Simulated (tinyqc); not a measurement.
Inside a calculation. Method: extended Hueckel theory, for NH3-. The parameters take no account of the charge, which enters only through the electron count, and nothing here shows that the anion is bound. Computed by tinyqc, a small Python program that keeps every step (integrals from PySCF). Settings: charge = -1, K = 1.75, weighted = 1, multiplicity = 2. Command: `OMP_NUM_THREADS=1 python tinyqc.py 26768 26769 out.jsonl` (the two numbers bound the seeds that draw the settings). One thread of a shared host (Intel(R) Xeon(R) Processor @ 2.60GHz), about 0.01 s of CPU time with the checks.

## Overlaps

Geometry (angstrom):

| atom | x | y | z |
|---|---|---|---|
| N | 0.0000 | 0.0000 | 0.3220 |
| H | 0.8970 | 0.0000 | 0.0000 |
| H | -0.4490 | 0.7770 | 0.0000 |
| H | -0.4490 | -0.7770 | 0.0000 |

Parameters chosen for this run:

| element | shell | Slater exponent | H_ii (eV) |
|---|---|---|---|
| H | 1s | 1.3000 | -13.6000 |
| N | 2s | 1.9500 | -26.0000 |
| N | 2p | 1.9500 | -13.4000 |

Slater orbitals, each expanded in six Gaussians scaled to its exponent.

overlap S, lower triangle:
```
         1N 2s   1N 2px   1N 2py   1N 2pz   2H 1s   3H 1s   4H 1s
1N 2s   1.0000
1N 2px  0.0000   1.0000
1N 2py  0.0000   0.0000   1.0000
1N 2pz  0.0000   0.0000   0.0000   1.0000
2H 1s   0.5203   0.4369   0.0000  -0.1568  1.0000
3H 1s   0.5201  -0.2186   0.3782  -0.1567  0.2126  1.0000
4H 1s   0.5201  -0.2186  -0.3782  -0.1567  0.2126  0.2127  1.0000
```

## Wolfsberg-Helmholz matrix

diagonal H_ii (eV): 1N 2s -26.0000, 1N 2px -13.4000, 1N 2py -13.4000, 1N 2pz -13.4000, 2H 1s -13.6000, 3H 1s -13.6000, 4H 1s -13.6000

K = 1.7500

H_ij = K' S_ij (H_ii + H_jj)/2 for i != j (the diagonal keeps H_ii), with K' = K + D^2 + D^4 (1 - K), D = (H_ii - H_jj)/(H_ii + H_jj), K = 1.75.

H (eV), lower triangle:
```
           1N 2s    1N 2px    1N 2py    1N 2pz     2H 1s     3H 1s     4H 1s
1N 2s   -26.0000
1N 2px    0.0000  -13.4000
1N 2py    0.0000    0.0000  -13.4000
1N 2pz    0.0000    0.0000    0.0000  -13.4000
2H 1s   -18.9641  -10.3229    0.0000    3.7056  -13.6000
3H 1s   -18.9552    5.1637   -8.9359    3.7032   -5.0604  -13.6000
4H 1s   -18.9552    5.1637    8.9359    3.7032   -5.0604   -5.0617  -13.6000
```

## Orbitals

valence electrons = 9

Solve H C = S C e through S^(-1/2); fill by pairs from the bottom, a degenerate level sharing its electrons equally; each orbital has its largest coefficient positive (the first on a tie).

orbital energies (eV): -28.7799  -16.5675  -16.5659  -13.6457  5.4543  5.4765  34.2099

occupations: 2.0000  2.0000  2.0000  2.0000  1.0000  0.0000  0.0000

coefficients:
```
           MO1      MO2      MO3      MO4      MO5      MO6      MO7
1N 2s   0.7163   0.0000   0.0000   0.1465   0.0000  -0.0005   1.4031
1N 2px  0.0000   0.6387   0.0000   0.0000   0.0000   1.0788   0.0006
1N 2py  0.0000   0.0000   0.6388   0.0000   1.0783   0.0000   0.0000
1N 2pz  0.0262   0.0000   0.0000   0.9717   0.0000   0.0001  -0.4378
2H 1s   0.1665   0.4372   0.0000  -0.0509   0.0000  -1.0671  -0.7672
3H 1s   0.1664  -0.2187   0.3787  -0.0509  -0.9242   0.5342  -0.7657
4H 1s   0.1664  -0.2187  -0.3787  -0.0509   0.9242   0.5342  -0.7657
```

sum of one-electron energies = -145.6638 eV

## Mulliken analysis

P = C n C^T; charge = valence electrons (H 1, N 5) minus the sum of (P S)_ii on the atom; overlap population = 2 sum P_ij S_ij between two atoms.

charges: 1N -1.1232, 2H 0.2382, 3H -0.0575, 4H -0.0575

Overlap populations:

| pair | value |
|---|---|
| 2-1 | 0.749024 |
| 3-1 | -0.005062 |
| 3-2 | -0.055577 |
| 4-1 | -0.005062 |
| 4-2 | -0.055577 |
| 4-3 | -0.418885 |
